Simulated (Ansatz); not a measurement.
The same path of CH6OSi (9 atoms, charge 0, multiplicity 1) was run twice with different band settings. Lost on the way: Si1–H2, Si1–H3. Made: H2–H3.

These are results of RKS B3LYP-D4/6-31G* (Ansatz 0.2.0), not measurements.

Relaxed end points:

```xyz
9
Properties=species:S:1:pos:R:3
Si -0.002 0.031 0.222
H -0.174 0.052 1.707
H 1.468 -0.003 -0.045
C -0.766 1.554 -0.550
H -1.832 1.630 -0.307
H -0.269 2.462 -0.188
H -0.668 1.528 -1.640
O -0.768 -1.292 -0.453
H -0.490 -2.159 -0.128
```

```xyz
9
Properties=species:S:1:pos:R:3
Si -1.282 -0.157 0.479
H 1.813 0.244 1.452
H 2.066 0.572 0.833
C -0.988 1.411 -0.570
H -1.939 1.693 -1.050
H -0.676 2.264 0.044
H -0.255 1.249 -1.369
O -1.055 -1.281 -0.753
H -1.187 -2.192 -0.448
```

Common settings: movable images 7; climbing image yes; spring 5.0 eV/Å²; optimiser quadratic models (default); force threshold 0.05 eV/Å; iteration limit 60; end points relaxed.

| run | start path |
| --- | --- |
| 1 | through a guess of the saddle point |
| 2 | straight line |

Problem. What does each run give, and how far can it be trusted?

Solution. Run 1: converged after 11 iterations, highest image 3.138 eV above the first end. Neighbouring images differ by up to 1.4 eV, so the band resolves the path poorly. A vibrational analysis at the climbing image gives one clearly imaginary mode, 1340i cm⁻¹: a first-order saddle point.
Run 2: converged after 12 iterations, highest image 3.138 eV above the first end. Neighbouring images differ by up to 1.9 eV, so the band resolves the path poorly. Another band between the same ends (7 images) ends at a top of the same energy, where a vibrational analysis finds 1 clearly imaginary mode.
The orbitals stay closed-shell, which can raise the energy where a bond breaks towards radicals; this wasn't checked here.
